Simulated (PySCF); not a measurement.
Compound: C4H7F.
Geometry (GFN2-xTB, Å), atoms numbered from 1 in this order:
```xyz
12
C4H7F angstrom
F      0.1855   -2.1437   -0.4613
C      0.0025   -1.0097    0.2940
C     -1.0576   -0.0393   -0.2369
C     -0.0387    1.1052   -0.1044
C      1.0764    0.0680    0.1124
H     -0.1510   -1.3472    1.3225
H     -1.3126   -0.2627   -1.2701
H     -1.9692    0.0419    0.3494
H     -0.2129    1.7246    0.7723
H      0.0709    1.7454   -0.9760
H      1.7428    0.2311    0.9557
H      1.6651   -0.1144   -0.7837
```

Computed, not measured: TDDFT CAM-B3LYP/def2-SVPD, vertical, gas phase, core orbitals frozen in the response in PySCF.

Ground-to-excited transition dipoles (e·a0, same axes as the geometry; the sign carries no meaning), for the states with f of 0.002 or more among the lowest 8:

```
state  E (eV)      μx      μy      μz
   S1   8.493   0.029   0.159  -0.188
   S2   8.531   0.419   0.019   0.070
   S3   8.651  -0.024   0.201   0.094
   S4   8.692  -0.121  -0.004  -0.019
   S7   9.380   0.013  -0.102  -0.041
   S8   9.478   0.165   0.006   0.027
```

Problem. What oscillator strength does each state have?

Solution. f = (2/3) ΔE |μ|² with ΔE in hartree (27.2114 eV).

```json
{"state": "S1", "|μ|² (au)": "0.062", "|μ| (D)": "0.63", "f": "0.013"}
{"state": "S2", "|μ|² (au)": "0.181", "|μ| (D)": "1.08", "f": "0.038"}
{"state": "S3", "|μ|² (au)": "0.050", "|μ| (D)": "0.57", "f": "0.011"}
{"state": "S4", "|μ|² (au)": "0.015", "|μ| (D)": "0.31", "f": "0.003"}
{"state": "S7", "|μ|² (au)": "0.012", "|μ| (D)": "0.28", "f": "0.003"}
{"state": "S8", "|μ|² (au)": "0.028", "|μ| (D)": "0.43", "f": "0.007"}
```

Problem. Label these states by symmetry in Cs.

Solution. The ground state is totally symmetric, so the direction of μ fixes the label. Polarised normal to the mirror plane, so A″: S2, S4 and S8. Polarised in the mirror plane, so A′: S1, S3 and S7.

Problem. What angle do the transition dipoles of S1 and S3 make?

Solution. |cos θ| = |μa·μb| / (|μa| |μb|) = 0.24, so θ ≈ 76° (taken between 0 and 90°, since the signs are arbitrary).

Problem. How is the summed strength of these states shared among x, y and z?

Solution. (2/3) Σ ΔE μα² gives 0.046 for x, 0.016 for y and 0.011 for z, 0.074 in all.

Problem. What peak molar absorption coefficient would the strongest computed level give as a lone Gaussian band 0.4 eV wide at half height?

Solution. ε(max) = 2.175×10⁸ f / FWHM, with the width in cm⁻¹. S2: 2.175×10⁸ × 0.0377 / 3226 ≈ 2500 L mol⁻¹ cm⁻¹.

One conformer stands for the species.

Without π bonds the low states may be Rydberg-like; a valence basis with one diffuse set may place them up to an eV too high.
